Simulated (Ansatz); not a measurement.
Total energies of the cluster MgO₂H₂ (the lowest singlet isomer of a short search) from Ansatz at r2SCAN-D4/def2-TZVP, gas phase (1 Eh = 27.2114 eV = 2625.5 kJ/mol). The reference geometry is relaxed at B3LYP-D4/def2-TZVP.

```csv
atom,x (Å),y (Å),z (Å)
Mg1,-0.015,0.006,0.000
O2,-0.120,-1.248,1.243
O3,0.068,1.256,-1.253
H4,-0.270,-1.609,2.109
H5,0.338,1.595,-2.100
```

```
                 state   geometry  energy (Eh)
      charge 0 singlet  reference   -351.78293
      charge 1 doublet  reference   -351.42252
free Mg atom (singlet)          –   -200.03322
 free O atom (triplet)          –    -75.05861
 free H atom (doublet)          –     -0.49993
```

Work out the vertical ionisation energy to the doublet.

E(charge 1 doublet) − E(charge 0 singlet) = -351.42252 − (-351.78293) = 0.36041 Eh = 9.81 eV. For comparison, −ε of the highest occupied level is 6.55 eV at this level, 3.26 eV less.

What is the binding energy per atom against free atoms?

Atoms: 1 × (-200.03322) + 2 × (-75.05861) + 2 × (-0.49993) = -351.15030 Eh. Binding: -351.15030 − (-351.78293) = 0.63263 Eh = 17.21 eV, or 3.44 eV for each of 5 atoms (no zero-point energy, no counterpoise term).

At r2SCAN-D4/def2-TZVP the gap within one spin of the charge 1 doublet nearly closes, so an electron or hole may be smeared out by delocalisation error. 

The structure comes from a short search, and lower isomers may exist.
